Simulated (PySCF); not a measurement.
# Calculated NMR parameters of HC≡CCH2F

```
Formula                               : C3H3F
SMILES                                : C#CCF
InChI                                 : InChI=1S/C3H3F/c1-2-3-4/h1H,3H2
Point group of the computed structure : Cs
Degrees of unsaturation               : 2
Carbon signals                        : 3
Proton signals                        : 2
```

Atom-mapped SMILES (the numbers label the heavy atoms): `[CH:1]#[C:2][CH2:3][F:4]`; H(Xn) means a hydrogen on atom n.

[PySCF 2.14: structure optimised with PBE0-D3(BJ)/def2-SVP; spin–spin couplings from B3LYP/pcJ-1; σ from GIAO-KT2/pcSseg-2; one computed conformer; equivalent nuclei averaged; non-relativistic Hamiltonian; in vacuum]

Referencing at the same level of theory: 1H (σ = 31.18 ppm) and 13C (σ = 182.28 ppm) against TMS; 19F (σ = 136.34 ppm) vs CFCl3.

| carbon | δC, type | δH (multiplicity, J in Hz) | HMBC from (abs. J ≥ 3 Hz) | span of the C tensor (ppm) |
| --- | --- | --- | --- | --- |
| C1 | 76.5, CH | 2.58 (dt, 6.6, 3.7) | H(C3) | 187 |
| C2 | 78.1, C | – | H(C3), H(C1) | 284 |
| C3 | 73.5, CH2 | 5.14 (dd, 54.6, 3.7) | H(C1) | 89 |

Other nuclei:
```tsv
atoms	nucleus	environment	δ (ppm)	σ (ppm)
F4	19F	fluorine on an sp3 carbon	-266.6	403.0
```

Selected couplings (Hz, signed; the shortest-range and largest first, 30 at most; isotopes 13C, 1H, 19F): 1J(C1,H(C1)) 276.1, 1J(C3,F4) -244.3, 1J(C1,C2) 212.2, 1J(C3,H(C3)) 159.0, 1J(C2,C3) 85.6, 2J(F4,H(C3)) 54.6, 2J(C2,F4) 19.6, 2J(C1,C3) 14.5, 3J(C1,F4) 11.2, 4J(F4,H(C1)) -6.6, 4J(H(C1),H(C3)) -3.7.

1. Carbon types of the structure: 1 × C, 1 × CH, 1 × CH2, which accounts for all hydrogens.
2. δC 78.1: alkyne carbon; the triple bond shields along its axis, which puts it between sp3 and sp2 carbons.
3. δC 76.5: terminal alkyne carbon; sp carbons lie upfield of alkene carbons because the cylindrical π system leaves one tensor component strongly shielded.
4. δC 73.5: propargylic sp3 CH2 bonded to F; deshielded by the electronegative neighbour.
5. δH 5.14: hydrogen on a propargylic sp3 CH2 bonded to F; its carbon carries F, an electronegative neighbour.
6. δH 2.58: hydrogen on a terminal alkyne carbon; it lies on the axis of the triple bond, in its shielding cone.

Common functionals overestimate the size of one-bond C–F couplings by tens of Hz; these are unscaled. Splittings below 1 Hz are ignored in the labels, and close J values are merged. Shifts are as computed. Against solution values, carbons near 30 ppm lie about +3 ppm off and those near 130 ppm about -1 ppm. Of 1211 compounds with measured shifts, 218 miss one by over three times the rms of a fit or turn the order of signals round; such compounds aren't used in these exercises. Unscaled 19F shifts against computed CFCl3 carry errors that often reach 10 to 50 ppm.
